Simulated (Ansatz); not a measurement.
This script for a relaxed scan of one distance of ClH₂Si, SMILES [SiH2]Cl with Ansatz 0.2.0 through its Python package holds a mistake.

Contents of `clh2si.xyz`:
```text
4

Si   -0.28358    0.23770    0.13159
Cl    1.59769   -0.05961    0.81109
H    -1.06500   -0.97828    0.26331
H    -0.24911    0.80020   -1.20598
```

The script, `clh2si.py`:
```python
import logging
import sys

import ansatz as az
import numpy as np

logging.basicConfig(stream=sys.stdout, format="%(levelname)s %(message)s")
log = logging.getLogger("run")
log.setLevel(logging.INFO)


def main() -> None:
    clh2si = az.Crystal.molecule_from_extxyz("clh2si.xyz")

    setup = clh2si.calculation()
    setup = setup.basis(gaussian="def2-SVP")
    setup = setup.functional("hf")
    setup = setup.spin("collinear", total=1)
    symbols = [site.symbol for site in clh2si.cartesian_sites]
    pairs = [(0, 1), (0, 2), (0, 3)]
    print("held (A)   E (eV)        ", "  ".join(f"{symbols[i]}{i}-{symbols[j]}{j}" for i, j in pairs))
    for length in [1.34, 1.45, 1.57, 1.74, 1.96]:
        rep = setup.relax(constraints=[az.DistanceConstraint((0, 3), at=length)], force_tolerance=0.02, max_steps=60).report
        xyz = np.array(rep["positions_ang"])
        print(f"{length:6.2f} {rep['free_energy_ev']:14.5f}  ", "  ".join(f"{np.linalg.norm(xyz[i] - xyz[j]):.3f}" for i, j in pairs))


if __name__ == "__main__":
    main()
```

```console
$ python clh2si.py
held (A)   E (eV)         Si0-Cl1  Si0-H2  Si0-H3
Traceback (most recent call last):
  File "clh2si.py", line 29, in <module>
    main()
    ~~~~^^
  File "clh2si.py", line 23, in main
    rep = setup.relax(constraints=[az.DistanceConstraint((0, 3), at=length)], force_tolerance=0.02, max_steps=60).report
          ^^^^^^^^^^^^^^^^^^^^^^^^^^^^^^^^^^^^^^^^^^^^^^^^^^^^^^^^^^^^^^^^^^^^^^^^^^^^^^^^^^^^^^^^^^^^^^^^^^^^^^^^^^^^^^
AttributeError: 'Calculation' object has no attribute 'report'
$ echo $?
1
```

Why does it end like this?

The fault: the calculation is never run. Mended:

```diff
--- before
+++ after
@@ -22,3 +22,3 @@
     for length in [1.34, 1.45, 1.57, 1.74, 1.96]:
-        rep = setup.relax(constraints=[az.DistanceConstraint((0, 3), at=length)], force_tolerance=0.02, max_steps=60).report
+        rep = setup.relax(constraints=[az.DistanceConstraint((0, 3), at=length)], force_tolerance=0.02, max_steps=60).run().report
         xyz = np.array(rep["positions_ang"])
```

After the fix:

`python clh2si.py` gives:
```text
held (A)   E (eV)         Si0-Cl1  Si0-H2  Si0-H3
DeckWarning: relax.constraints: the input's atoms, or those drawn, lie off the distances that are held; a relaxation that starts there is brought onto them ahead of its first SCF, by positions alone, [...]
  1.34   -20390.94098   2.078  1.478  1.340
  1.45   -20391.16158   2.077  1.478  1.450
  1.57   -20391.09606   2.075  1.477  1.570
  1.74   -20390.69968   2.073  1.478  1.740
  1.96   -20389.96853   2.068  1.479  1.960
```
(Warnings from the package without file and line, shortened, repeats left out.)

Total energies depend on the basis set; only differences at equal settings carry meaning. The energies are electronic: no zero-point or thermal terms, and the basis set is short of its limit. The run takes the species as open-shell (spin multiplicity 2), which needn't be its ground state. The whole script took 9.6 s on 1 thread of Arm Neoverse V2, with other jobs on the host, peak memory 0.17 GiB.
